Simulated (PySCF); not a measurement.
# formyl fluoride (CHFO): electronic excitations at several levels of theory, part 2 of 2

PySCF 2.14.0. Atoms count from 0. Earlier steps stand in the parts before.

## Step 10: Ultraviolet spectrum: PBE0/def2-TZVP

Job settings and geometry (Å):

```
{"job": {"kind": "uv", "xc": "PBE0", "basis": "def2-TZVP"}, "charge": 0, "multiplicity": 1}
O     -0.889090    -0.851269    -0.001598
C     -0.076792     0.000893    -0.004998
F      1.229776    -0.239490    -0.011384
H     -0.253187     1.094893    -0.004404
```

Method: TDDFT PBE0/def2-TZVP, vertical, gas phase, core orbitals frozen in the response.

Output:

```text
coarse grid: 3880 points
cycle   1  E = -213.5103778974  dE =  5.035e-01  |g| = 8.463e-01  |ddm| = 1.596e+00
cycle   2  E = -213.1034785300  dE =  4.069e-01  |g| = 1.716e+00  |ddm| = 1.188e+00
cycle   3  E = -213.6335689591  dE = -5.301e-01  |g| = 2.151e-01  |ddm| = 8.649e-01
cycle   4  E = -213.6401110563  dE = -6.542e-03  |g| = 7.672e-02  |ddm| = 1.264e-01
cycle   5  E = -213.6409607377  dE = -8.497e-04  |g| = 8.374e-03  |ddm| = 3.096e-02
cycle   6  E = -213.6409738214  dE = -1.308e-05  |g| = 2.441e-03  |ddm| = 4.856e-03
cycle   7  E = -213.6409749482  dE = -1.127e-06  |g| = 5.169e-04  |ddm| = 1.692e-03
final grid: 39392 points
cycle   8  E = -213.6433557780  dE = -1.728e-05  |g| = 8.808e-03  |ddm| = 1.989e-02
cycle   9  E = -213.6433157690  dE =  4.001e-05  |g| = 1.739e-02  |ddm| = 1.095e-02
cycle  10  E = -213.6433688119  dE = -5.304e-05  |g| = 1.118e-03  |ddm| = 7.772e-03
cycle  11  E = -213.6433690067  dE = -1.949e-07  |g| = 2.617e-04  |ddm| = 5.594e-04
cycle  12  E = -213.6433690161  dE = -9.385e-09  |g| = 5.818e-05  |ddm| = 1.340e-04
cycle  13  E = -213.6433690167  dE = -6.113e-10  |g| = 8.146e-06  |ddm| = 4.055e-05
converged SCF energy = -213.6433690167

Static polarisability (au): isotropic 15.781, principal 10.831 15.715 20.797

Singlet excitations
state   eV       nm        f      main configurations
  1   6.0285    205.7   0.00218   H->L 0.99
  2   8.8742    139.7   0.00025   H-2->L 0.99
  3   9.4665    131.0   0.07682   H-1->L 0.79, H->L+2 0.10
  4   9.9527    124.6   0.08593   H->L+1 0.98
  5  10.9820    112.9   0.08509   H->L+2 0.74, H->L+3 0.21
  6  11.2687    110.0   0.00938   H-3->L 0.96
  7  11.5923    107.0   0.00174   H-1->L+1 0.95
  8  12.0165    103.2   0.13594   H->L+3 0.51, H-4->L 0.27, H->L+2 0.11
  9  12.3828    100.1   0.01853   H-1->L+2 0.97
 10  12.3940    100.0   0.04744   H-2->L+1 0.83, H-4->L 0.11

Triplet excitations (Tamm-Dancoff, eV): 5.3525 6.4907 8.2870 9.3127
```

Run time: 3 s. Hardware: 1 thread of Arm Neoverse V1, shared host; peak memory 0.36 GiB.

Key values: HOMO -9.49 eV, LUMO -0.87 eV; lowest singlet 6.03 eV.

## Step 11: Excited states and response: PBE0/aug-cc-pVDZ

Job settings and geometry (Å):

```
{"job": {"kind": "uv", "xc": "PBE0", "basis": "aug-cc-pVDZ"}, "charge": 0, "multiplicity": 1}
O     -0.889090    -0.851269    -0.001598
C     -0.076792     0.000893    -0.004998
F      1.229776    -0.239490    -0.011384
H     -0.253187     1.094893    -0.004404
```

Level: TDDFT PBE0/aug-cc-pVDZ, vertical, gas phase, core orbitals frozen in the response.

Output:

```text
coarse grid: 3880 points
cycle   1  E = -213.4552235751  dE =  5.116e-01  |g| = 7.952e-01  |ddm| = 3.722e+00
cycle   2  E = -213.0622318102  dE =  3.930e-01  |g| = 1.641e+00  |ddm| = 2.497e+00
cycle   3  E = -213.5721491662  dE = -5.099e-01  |g| = 1.965e-01  |ddm| = 1.750e+00
cycle   4  E = -213.5780561222  dE = -5.907e-03  |g| = 6.814e-02  |ddm| = 2.421e-01
cycle   5  E = -213.5788074412  dE = -7.513e-04  |g| = 6.394e-03  |ddm| = 6.673e-02
cycle   6  E = -213.5788153298  dE = -7.889e-06  |g| = 1.419e-03  |ddm| = 8.633e-03
final grid: 39392 points
cycle   7  E = -213.5806832318  dE =  1.521e-06  |g| = 9.918e-03  |ddm| = 3.535e-02
cycle   8  E = -213.5806286294  dE =  5.460e-05  |g| = 1.976e-02  |ddm| = 3.070e-02
cycle   9  E = -213.5807012427  dE = -7.261e-05  |g| = 1.304e-03  |ddm| = 2.032e-02
cycle  10  E = -213.5807015254  dE = -2.828e-07  |g| = 1.101e-04  |ddm| = 1.349e-03
cycle  11  E = -213.5807015276  dE = -2.190e-09  |g| = 3.616e-05  |ddm| = 2.176e-04
cycle  12  E = -213.5807015279  dE = -2.581e-10  |g| = 7.634e-06  |ddm| = 6.275e-05
converged SCF energy = -213.5807015279

Static polarisability (au): isotropic 17.699, principal 12.824 17.736 22.538

Singlet excitations
state   eV       nm        f      main configurations
  1   5.9712    207.6   0.00208   H->L 0.99
  2   8.5012    145.8   0.02263   H->L+1 0.97
  3   8.8187    140.6   0.00031   H-2->L 0.99
  4   9.0914    136.4   0.07221   H->L+2 0.61, H-1->L 0.33
  5   9.4315    131.5   0.06347   H->L+3 0.52, H->L+2 0.25, H-1->L 0.21
  6   9.8503    125.9   0.00998   H->L+4 0.99
  7  10.0098    123.9   0.12652   H->L+3 0.44, H-1->L 0.34, H->L+2 0.13
  8  10.3066    120.3   0.00534   H-1->L+1 0.98
  9  10.9417    113.3   0.00246   H-1->L+2 0.97
 10  11.0605    112.1   0.01792   H-2->L+1 0.96

Triplet excitations (Tamm-Dancoff, eV): 5.2994 6.4766 8.2419 8.3227
```

Wall time 2.4 s (1 thread of Arm Neoverse V1, shared host); peak memory 0.36 GiB.

Key values: HOMO -9.52 eV, LUMO -1.03 eV; lowest singlet 5.97 eV.

## Step 12: Ultraviolet spectrum: PBE0/aug-cc-pVTZ

Job settings and geometry (Å):

```
{"job": {"kind": "uv", "xc": "PBE0", "basis": "aug-cc-pVTZ"}, "charge": 0, "multiplicity": 1}
O     -0.889090    -0.851269    -0.001598
C     -0.076792     0.000893    -0.004998
F      1.229776    -0.239490    -0.011384
H     -0.253187     1.094893    -0.004404
```

Method: TDDFT PBE0/aug-cc-pVTZ, vertical, gas phase, core orbitals frozen in the response.

Output:

```text
coarse grid: 3880 points
cycle   1  E = -213.5113623689  dE =  5.029e-01  |g| = 8.418e-01  |ddm| = 3.698e+00
cycle   2  E = -213.1044546740  dE =  4.069e-01  |g| = 1.717e+00  |ddm| = 2.398e+00
cycle   3  E = -213.6329097222  dE = -5.285e-01  |g| = 2.143e-01  |ddm| = 1.672e+00
cycle   4  E = -213.6393342226  dE = -6.425e-03  |g| = 7.674e-02  |ddm| = 2.522e-01
cycle   5  E = -213.6401678954  dE = -8.337e-04  |g| = 8.324e-03  |ddm| = 7.002e-02
cycle   6  E = -213.6401806879  dE = -1.279e-05  |g| = 2.116e-03  |ddm| = 1.067e-02
cycle   7  E = -213.6401815297  dE = -8.418e-07  |g| = 5.186e-04  |ddm| = 2.668e-03
final grid: 39392 points
cycle   8  E = -213.6358835731  dE = -1.833e-05  |g| = 9.318e-03  |ddm| = 8.139e-02
cycle   9  E = -213.6358419258  dE =  4.165e-05  |g| = 1.800e-02  |ddm| = 2.623e-02
cycle  10  E = -213.6358978335  dE = -5.591e-05  |g| = 1.453e-03  |ddm| = 1.747e-02
cycle  11  E = -213.6358981602  dE = -3.266e-07  |g| = 2.171e-04  |ddm| = 1.441e-03
cycle  12  E = -213.6358981667  dE = -6.477e-09  |g| = 5.607e-05  |ddm| = 2.809e-04
cycle  13  E = -213.6358981673  dE = -5.870e-10  |g| = 9.251e-06  |ddm| = 8.866e-05
converged SCF energy = -213.6358981673

Static polarisability (au): isotropic 18.096, principal 13.400 18.142 22.745

Singlet excitations
state   eV       nm        f      main configurations
  1   5.9861    207.1   0.00212   H->L 0.99
  2   8.4996    145.9   0.02031   H->L+1 0.96
  3   8.8248    140.5   0.00032   H-2->L 0.99
  4   9.0668    136.7   0.07298   H->L+2 0.65, H-1->L 0.29
  5   9.3688    132.3   0.05420   H->L+3 0.53, H-1->L 0.22, H->L+2 0.22
  6   9.7111    127.7   0.00902   H->L+4 0.99
  7   9.9024    125.2   0.11477   H->L+3 0.42, H-1->L 0.36, H->L+2 0.12
  8  10.2873    120.5   0.00556   H-1->L+1 0.97
  9  10.8865    113.9   0.00242   H-1->L+2 0.96
 10  11.0005    112.7   0.04409   H->L+5 0.93

Triplet excitations (Tamm-Dancoff, eV): 5.3203 6.4732 8.2438 8.3311
```

Wall time 5.6 s (1 thread of Arm Neoverse V1, shared host); peak memory 0.5 GiB.

Key values: HOMO -9.54 eV, LUMO -1.02 eV; lowest singlet 5.99 eV.

## Step 13: Excited states and response: PBE0/def2-TZVPD

Job settings and geometry (Å):

```
{"job": {"kind": "uv", "xc": "PBE0", "basis": "def2-TZVPD"}, "charge": 0, "multiplicity": 1}
O     -0.889090    -0.851269    -0.001598
C     -0.076792     0.000893    -0.004998
F      1.229776    -0.239490    -0.011384
H     -0.253187     1.094893    -0.004404
```

Method: TDDFT PBE0/def2-TZVPD, vertical, gas phase, core orbitals frozen in the response.

Output:

```text
coarse grid: 3880 points
cycle   1  E = -213.5114645487  dE =  5.053e-01  |g| = 8.468e-01  |ddm| = 1.473e+00
cycle   2  E = -213.0986605031  dE =  4.128e-01  |g| = 1.724e+00  |ddm| = 1.183e+00
cycle   3  E = -213.6347142866  dE = -5.361e-01  |g| = 2.162e-01  |ddm| = 8.131e-01
cycle   4  E = -213.6413305362  dE = -6.616e-03  |g| = 7.811e-02  |ddm| = 1.208e-01
cycle   5  E = -213.6422119330  dE = -8.814e-04  |g| = 8.164e-03  |ddm| = 3.145e-02
cycle   6  E = -213.6422243020  dE = -1.237e-05  |g| = 2.171e-03  |ddm| = 4.682e-03
cycle   7  E = -213.6422251927  dE = -8.907e-07  |g| = 5.254e-04  |ddm| = 1.310e-03
final grid: 39392 points
cycle   8  E = -213.6446100290  dE = -1.798e-05  |g| = 8.741e-03  |ddm| = 4.072e-02
cycle   9  E = -213.6445705350  dE =  3.949e-05  |g| = 1.728e-02  |ddm| = 1.082e-02
cycle  10  E = -213.6446228582  dE = -5.232e-05  |g| = 1.150e-03  |ddm| = 7.610e-03
cycle  11  E = -213.6446230658  dE = -2.076e-07  |g| = 2.666e-04  |ddm| = 5.562e-04
cycle  12  E = -213.6446230754  dE = -9.637e-09  |g| = 6.317e-05  |ddm| = 1.320e-04
cycle  13  E = -213.6446230761  dE = -7.187e-10  |g| = 8.169e-06  |ddm| = 3.730e-05
converged SCF energy = -213.6446230761

Static polarisability (au): isotropic 18.141, principal 13.469 18.194 22.759

Singlet excitations
state   eV       nm        f      main configurations
  1   5.9880    207.1   0.00202   H->L 0.99
  2   8.7849    141.1   0.01372   H->L+1 0.94
  3   8.8254    140.5   0.00027   H-2->L 0.99
  4   9.2013    134.7   0.09833   H->L+2 0.50, H-1->L 0.39
  5   9.5723    129.5   0.08463   H->L+2 0.44, H-1->L 0.27, H->L+3 0.26
  6  10.1812    121.8   0.01016   H->L+4 0.99
  7  10.2311    121.2   0.10840   H->L+3 0.68, H-1->L 0.19
  8  10.5628    117.4   0.00908   H-1->L+1 0.99
  9  11.0694    112.0   0.00066   H-1->L+2 0.94
 10  11.1250    111.4   0.00632   H->L+5 0.93

Triplet excitations (Tamm-Dancoff, eV): 5.3197 6.4722 8.2426 8.5876
```

Wall time 4.2 s (1 thread of Arm Neoverse V1, shared host); peak memory 0.42 GiB.

This run: HOMO -9.54 eV, LUMO -1.00 eV; lowest singlet 5.99 eV.

## Step 14: TDDFT and polarisability: PBE0/6-31+G*

Job settings and geometry (Å):

```
{"job": {"kind": "uv", "xc": "PBE0", "basis": "6-31+G*"}, "charge": 0, "multiplicity": 1}
O     -0.889090    -0.851269    -0.001598
C     -0.076792     0.000893    -0.004998
F      1.229776    -0.239490    -0.011384
H     -0.253187     1.094893    -0.004404
```

With the program's defaults for keys left out, this is: TDDFT PBE0/6-31+G*, vertical, gas phase, core orbitals frozen in the response.

Output:

```text
coarse grid: 3880 points
cycle   1  E = -213.4459735333  dE =  5.089e-01  |g| = 7.819e-01  |ddm| = 1.905e+00
cycle   2  E = -213.0627530494  dE =  3.832e-01  |g| = 1.618e+00  |ddm| = 1.683e+00
cycle   3  E = -213.5609112271  dE = -4.982e-01  |g| = 1.936e-01  |ddm| = 1.221e+00
cycle   4  E = -213.5666556651  dE = -5.744e-03  |g| = 6.598e-02  |ddm| = 1.553e-01
cycle   5  E = -213.5673638849  dE = -7.082e-04  |g| = 5.829e-03  |ddm| = 3.539e-02
cycle   6  E = -213.5673705627  dE = -6.678e-06  |g| = 1.292e-03  |ddm| = 4.868e-03
final grid: 39392 points
cycle   7  E = -213.5563743353  dE =  5.226e-06  |g| = 9.973e-03  |ddm| = 1.335e-02
cycle   8  E = -213.5563217431  dE =  5.259e-05  |g| = 1.948e-02  |ddm| = 1.850e-02
cycle   9  E = -213.5563925176  dE = -7.077e-05  |g| = 1.527e-03  |ddm| = 1.288e-02
cycle  10  E = -213.5563929049  dE = -3.874e-07  |g| = 6.980e-05  |ddm| = 8.787e-04
cycle  11  E = -213.5563929059  dE = -9.961e-10  |g| = 3.018e-05  |ddm| = 8.712e-05
converged SCF energy = -213.5563929059

Static polarisability (au): isotropic 15.895, principal 10.389 15.693 21.604

Singlet excitations
state   eV       nm        f      main configurations
  1   6.0532    204.8   0.00213   H->L 0.99
  2   8.8898    139.5   0.01695   H->L+1 0.94
  3   8.8993    139.3   0.00008   H-2->L 0.99
  4   9.2256    134.4   0.08432   H->L+2 0.58, H-1->L 0.32
  5   9.5879    129.3   0.07190   H->L+3 0.50, H->L+2 0.29, H-1->L 0.19
  6  10.0427    123.5   0.01139   H->L+4 0.99
  7  10.2468    121.0   0.17120   H->L+3 0.44, H-1->L 0.34, H->L+2 0.12
  8  10.6557    116.4   0.00917   H-1->L+1 0.98
  9  11.0625    112.1   0.00219   H-1->L+2 0.96
 10  11.3166    109.6   0.01603   H-3->L 0.97

Triplet excitations (Tamm-Dancoff, eV): 5.3898 6.5109 8.3307 8.6825
```

Wall time 1.7 s (1 thread of Arm Neoverse V1, shared host); peak memory 0.42 GiB.

In short: HOMO -9.58 eV, LUMO -0.96 eV; lowest singlet 6.05 eV.

## Step 15: Comparing the runs: electronic excitations

Excitations and ground-state properties, with basis size and wall time:

```
                run  lowest singlet (eV)  brightest (eV)      f  gap (eV)  α (Å³)  μ (D)  functions   time
     PBE0/def2-SVPD                 6.00            9.48  0.142      8.56    2.64   2.11         74  4.1 s
BHandHLYP/def2-SVPD                 6.11           10.78  0.133     11.52    2.54   2.26         74  4.2 s
CAM-B3LYP/def2-SVPD                 5.96            9.48  0.145     11.29    2.65   2.17         74  4.9 s
  wB97X-D/def2-SVPD                 6.02            9.65  0.137     12.48    2.64   2.16         74  4.7 s
  LC-wPBE/def2-SVPD                 5.97           10.66  0.135     13.99    2.61   2.16         74  6.3 s
        PBE0/6-31G*                 6.10           14.35  0.239      8.75    1.92   2.01         44  1.4 s
      PBE0/def2-SVP                 6.05           12.69  0.142      8.69    1.89   2.01         47  1.4 s
     PBE0/def2-TZVP                 6.03           12.02  0.136      8.62    2.34   2.09         99    3 s
   PBE0/aug-cc-pVDZ                 5.97           10.01  0.127      8.50    2.62   2.10         78  2.4 s
   PBE0/aug-cc-pVTZ                 5.99            9.90  0.115      8.52    2.68   2.10        161  5.6 s
    PBE0/def2-TZVPD                 5.99           10.23  0.108      8.54    2.69   2.10        126  4.2 s
       PBE0/6-31+G*                 6.05           10.25  0.171      8.62    2.36   2.18         56  1.7 s
```

Measured dipole: 2.08 D (gas; NIST CCCBDB Release 22 (SRD 101), experimental dipoles).

## Step 16: Results

The summary covers parts 1 to 2.

```
                                quantity                        value
                             point group                           Cs
    rotational constants (main isotopes)      92.44, 11.88, 10.52 GHz
         lowest singlet (PBE0/def2-SVPD)  6.00 eV (207 nm), f = 0.002
brightest single state of those computed  state 4, 9.48 eV, f = 0.142
                          lowest triplet                      5.31 eV
       vertical ionisation energy (ΔSCF)                     12.58 eV
             range of the lowest singlet              5.96 to 6.11 eV
```

Single values in the summary come from the first run of each kind that ended normally (PBE0/def2-SVPD), which need not be the best level. The optimisation took 5 steps and gained 0.007 eV; among the close pairs (by a distance rule), C1–F2 changed most, from 1.341 to 1.329 Å. The lowest singlet, at 6.00 eV, is HOMO→LUMO 0.99 and is weak; of the 10 states computed, the strongest absorption comes from state 4 at 9.48 eV. The lowest triplet lies 0.68 eV below the lowest singlet (triplets in Tamm-Dancoff, singlets in full TDDFT). The orbital energy would give 9.64 eV for ionisation, ΔSCF gives 12.58 eV. The dipole moment, 2.11 D, compares with 2.08 D measured. The lowest singlet runs from 5.96 eV (CAM-B3LYP/def2-SVPD) to 6.11 eV (BHandHLYP/def2-SVPD), while the orbital gap spans 8.50 to 13.99 eV. The lowest state need not be the same one in every run. The runs solved for a few states only, so the brightest column depends on that window. For the measured dipole, PBE0/def2-TZVP misses least (0.01 D, 3 s) and BHandHLYP/def2-SVPD most (0.18 D, 4.2 s); the quickest, PBE0/def2-SVP, misses by 0.07 D in 1.4 s. One molecule ranks no method: errors cancel, and vibration and temperature are missing from all runs.
